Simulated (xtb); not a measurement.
xtb input:

```bash
xtb mol.xyz --gfn 2 --sp --chrg 0 --uhf 0
```
mol.xyz:
```
6

N     -1.06982458     0.19432482     0.10751560
C      0.27236484     0.31364904    -0.04785169
O      1.05073958    -0.61125119    -0.08188812
H     -1.47667231    -0.72197082     0.20424856
H     -1.66665177     1.00198023     0.12805939
H      0.59199050     1.36783209    -0.14270206
```

Task: Predict the final energy.

Result: -10.64405 Eh (GFN2-xTB).
